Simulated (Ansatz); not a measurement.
# C2H5N: the cost of one run

Program: Ansatz 0.2.0. Level of theory: RKS PBE0-D4/def2-SVP. These are calculated values, not measurements.

## Step 1: Starting point

Bond lengths: C1–C2 1.281 Å, C2–N3 1.346 Å, C1–H4 1.030 Å, C1–H5 1.144 Å, C2–H6 1.107 Å, N3–H7 0.993 Å, N3–H8 1.090 Å. Angles: C1–C2–N3 123.5°, C1–C2–H6 121.6°, N3–C2–H6 115.0°, C2–C1–H4 124.7°, C2–C1–H5 120.4°, H4–C1–H5 114.9°, C2–N3–H7 117.6°, C2–N3–H8 112.3°, H7–N3–H8 109.8°.

Structure file:

```xyz
8

C    -0.9109    0.3921   -0.5390
C     0.1445    0.3684    0.1875
N     0.7091   -0.7665    0.6390
H    -1.4259   -0.4436   -0.8523
H    -1.3557    1.3890   -0.8821
H     0.6644    1.2989    0.4847
H     0.4745   -1.6126    0.1760
H     1.7921   -0.6828    0.7304
```

## Step 2: End point A

Input file input.yaml:

```yaml
crystal:
  periodic: [false, false, false]
  atoms:
    - { symbol: C, position_ang: [-0.9109, 0.3921, -0.539] }
    - { symbol: C, position_ang: [0.1445, 0.3684, 0.1875] }
    - { symbol: "N", position_ang: [0.7091, -0.7665, 0.639] }
    - { symbol: H, position_ang: [-1.4259, -0.4436, -0.8523] }
    - { symbol: H, position_ang: [-1.3557, 1.389, -0.8821] }
    - { symbol: H, position_ang: [0.6644, 1.2989, 0.4847] }
    - { symbol: H, position_ang: [0.4745, -1.6126, 0.176] }
    - { symbol: H, position_ang: [1.7921, -0.6828, 0.7304] }
basis:
  gaussian: { orbitals: def2-SVP }
hamiltonian:
  xc: pbe0
  dispersion: d4
relax:
  f_tol: 0.015
  max_steps: 40
output:
  orbitals: {}
```

Started as:

```console
$ ansatz run input.yaml --threads 1 --pin off --max-ram 2048MiB --backend cpu --events-out ev --progress --plain --runs-dir out
```

**Question.** How long does this run take on 1 thread of Arm Neoverse V1, shared host, and how much memory does it need?

About 13 s, with a peak of 0.12 GiB.
